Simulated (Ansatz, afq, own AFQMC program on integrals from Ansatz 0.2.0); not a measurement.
AlGeH₅, singlet: AFQMC among the cluster methods

```xyz
7

Ge    0.0000    0.0009    0.7533
Al    0.0000    0.0010   -1.9707
H     0.0000    1.4090    1.3783
H     1.2327   -0.7388    1.3144
H    -1.2327   -0.7388    1.3144
H     0.0000    1.3582   -2.7947
H     0.0000   -1.3819   -2.7514
```

Basis 6-31G. Only valence electrons are correlated. AFQMC by an in-house program on the Cholesky factors that Ansatz 0.2.0 writes for its CCSD(T) run. The CISD trial takes its coefficients from CCSD amplitudes. Released means that phaseless walkers are propagated on without the constraint, phases kept. Free projection: walkers drawn from exp(T), propagated without any constraint. Its projection time is finite, and what remains of the start isn't in its error. Error bars are statistical, one sigma. No spin–orbit coupling.

Determinant: RHF, the one that the program's search chose, which needn't be the lowest solution. The geometry is a point of a scan.

No full CI on the walks' own integrals is used here. The released AFQMC energy serves as the reference, which it does only where one determinant dominates, the energy is flat over the last release times and near the phaseless one (40 meV or 2 meV an electron, half that with transition metals). On small molecules, where full CI could be run and the noise was under 10 meV, such values lay within 10 meV of it in 19 cases of 20, a flattering rate, since the rule was set on those same cases; what remains of the bias isn't in the error bar.

Cautions: no relativity below Rb; no spin-orbit coupling; inner d shell frozen; the released value is read at 2.40 1/Eh (meV from the phaseless value at times in 1/Eh: 1 ± 4 at 0.24, -4 ± 4 at 0.51, -15 ± 5 at 0.99, -14 ± 4 at 1.62, -10 ± 5 at 2.40).

- T1 diagnostic: 0.0102
- weight of the determinant in the CISD state: 0.902
- size of the correlated space: 12 electrons in 33 orbitals

```csv
level,correlation energy (eV)
MP2,-2.5400
CCSD,-3.4829
CCSD(T),-3.5385
```

Q: Estimate where AFQMC with the constraint released lies against CCSD(T) on the same integrals.

A: 23.1 ± 4.7 meV below CCSD(T).

Reference: AFQMC with the constraint released, correlation energy -3.562 ± 0.005 eV.

| level | E − E(reference) (meV) | share of correlation (%) |
| --- | --- | --- |
| CCSD(T) | 23.1 ± 4.7 | 99.35 |
| ph-AFQMC/HF | 28.1 ± 24.6 | 99.21 |
| ph-AFQMC/CISD | 9.6 ± 6.8 | 99.73 |
| free AFQMC | 5.4 ± 7.6 | 99.85 |

Free projections are given only where their last times agree within the noise and don't stop above the reference; a slow remainder of the start can still hide under it. A walk keeps the symmetry of its determinant, which the program's search chose and which needn't be the lowest solution, so a lower state of the same spin and another symmetry isn't excluded. Released energies are given only where the last usable release times agree within the noise; a slower fall can still hide under it.
